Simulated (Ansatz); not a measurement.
## Litharge PbO

Calculation: r²SCAN (PAW; Ansatz, a first-principles code).

Numerical settings: plane-wave cutoff 600 eV, 10×10×8 k mesh (along the axes of the cell as run), scalar-relativistic PAW data made under PBE.

Cell (relaxed at this level):

```
PbO
1.0
    3.98680     0.00000     0.00000
    0.00000     3.98680     0.00000
    0.00000     0.00000     5.33341
Pb O
2 2
Direct
  0.50000   0.00000   0.77726
  0.00000   0.50000   0.22274
  0.50000   0.50000   0.00000
  0.00000   0.00000   0.00000
```

- elastic constant C11 = 66.5 GPa
- elastic constant C12 = 65.1 GPa
- elastic constant C13 = 10.8 GPa
- elastic constant C33 = 13.2 GPa
- elastic constant C44 = 12.8 GPa
- elastic constant C66 = 59.5 GPa
- Voigt–Reuss–Hill bulk modulus = 24.3 GPa
- Voigt–Reuss–Hill shear modulus (Hill average) = 11.9 GPa
- Young modulus = 30.7 GPa
- Poisson ratio = 0.290

Note: the cell comes from a level without a dispersion term, which matters for the spacing of layers, chains or molecules; the cell has widely spaced layers and the level no dispersion term, so their spacing and the moduli can rest on weak binding.

Elastic constants are with the ions relaxed.

Spin–orbit coupling is not included; it can shift volumes and moduli of such heavy elements.

Static lattice: no zero-point or thermal effects.

Cost on a shared machine: around 50 core-minutes (rough).
